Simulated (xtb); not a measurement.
**GFN2-xTB run of C5H5F (SMILES FC1=CC=CC1)**

Aim: a geometry optimisation of C5H5F. 

The results are computed with xtb 6.7.1 later snapshot.

### 1 The molecule

The species is C5H5F (11 atoms), meant as a singlet with charge 0. As SMILES, `FC1=CC=CC1`. Geometry: a rough force-field guess. The run starts from this shape.

Bond lengths: F1–C2 1.373 Å, C2–C3 1.328 Å, C3–C4 1.349 Å, C4–C5 1.374 Å, C2–C6 1.502 Å, C5–C6 1.503 Å, C3–H7 1.125 Å, C4–H8 1.086 Å, C5–H9 1.099 Å, C6–H10 1.085 Å, C6–H11 1.079 Å. Some angles: F1–C2–C3 122.7°, F1–C2–C6 127.0°, C3–C2–C6 110.2°, C2–C3–C4 110.7°, C3–C4–C5 110.6°, C4–C5–C6 108.0°, C2–C6–C5 100.2°, C2–C3–H7 123.7°, C4–C3–H7 125.4°, C3–C4–H8 126.9°.

### 2 A structure relaxation at GFN2-xTB

input.xyz reads:

```xyz
11

F      2.144000     0.206900    -1.285900
C      0.982900     0.060900    -0.566900
C      0.829700    -0.869600     0.368100
C     -0.384000    -0.766800     0.948700
C     -1.134100     0.206400     0.333900
C     -0.270400     0.878100    -0.696700
H      1.644500    -1.578900     0.681600
H     -0.786400    -1.399800     1.734700
H     -2.145600     0.527100     0.618700
H     -0.096000     1.919400    -0.445000
H     -0.719000     0.759300    -1.670600
```

Run with:

```
$ xtb input.xyz --gfn 2 -o tight > run.log 2> xtb.err
```

What values should one expect? Wanted: total energy at the end; dipole moment; HOMO energy; LUMO energy; HOMO–LUMO gap; dispersion energy; mean polarisability.

Answer, from the run:

Level: GFN2-xTB.

```
                      quantity          value
       total energy at the end   -17.94366 Eh
                 dipole moment         1.91 D
                   HOMO energy      -10.44 eV
                   LUMO energy       -6.72 eV
                 HOMO–LUMO gap        3.71 eV
             dispersion energy  -16.62 kJ/mol
mean polarisability (D4 model)     57.1 bohr³
```

At the final geometry: Bond lengths: F1–C2 1.341 Å, C2–C3 1.338 Å, C3–C4 1.449 Å, C4–C5 1.340 Å, C2–C6 1.491 Å, C5–C6 1.494 Å, C3–H7 1.073 Å, C4–H8 1.075 Å, C5–H9 1.074 Å, C6–H10 1.092 Å, C6–H11 1.092 Å. Some angles: F1–C2–C3 127.3°, F1–C2–C6 121.1°, C3–C2–C6 111.6°, C2–C3–C4 107.4°, C3–C4–C5 110.0°, C4–C5–C6 109.8°, C2–C6–C5 101.2°, C2–C3–H7 127.4°, C4–C3–H7 125.2°, C3–C4–H8 123.2°. The optimisation took 8 steps and changed the energy by -0.362 eV. Mulliken charges run from -0.22 on F1 to +0.16 on C2.
